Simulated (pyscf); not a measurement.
This saddle point was located with ωB97X-D3(BJ)/def2-SVP in PySCF.

```
Al
H 1 1.5812
H 1 1.5821 2 129.67
H 1 1.6742 2 106.72 3 -134.81
As 4 1.8642 1 99.39 2 -101.20
H 5 1.5314 4 127.08 1 -62.05
H 5 1.5314 6 90.16 4 71.03
H 1 1.6746 2 106.75 4 -90.41
```
Charge 0, spin multiplicity 1.

Surface: singlet, charge 0. Lowest wavenumbers (cm⁻¹): 837i, 227, 319, 378, 562.

**Question.** What reaction is this the transition state of?

**Answer.** AsH₃ + AlH₃ <-> AsH₃ + AlH₃, a four-centre exchange read from left to right: As–H, Al–H broken and As–H, Al–H formed. At CCSD(T)/def2-TZVPP + ΔMP2(QZVPP) it lies +25.4 kcal/mol from the left side and +25.4 kcal/mol from the right (each side as separated species at their lowest minima found). On the reactant side the descent ends in an adduct with a Al–As contact, 6.2 kcal/mol under the separated species and 26.7 kcal/mol under the saddle at ωB97X-D3(BJ)/def2-TZVP. On the product side the descent ends in an adduct with a Al–As contact (not fully relaxed), 6.2 kcal/mol under the separated species and 26.7 kcal/mol under the saddle at ωB97X-D3(BJ)/def2-TZVP. At ωB97X-D3(BJ) the barrier from the zero used here is 20.4 kcal/mol. This is the saddle that the search found; another between the same sides may lie lower. The CCSD(T) − MP2 part came from Ansatz, without density fitting, on the same reference. The frozen core leaves the outer d or s,p core shells of the metals and heavy elements correlated in the MP2 and CC values, and def2-TZVPP describes them poorly, which can shift differences by a few kcal/mol. Elements up to Kr have no core potential and no relativistic terms here.
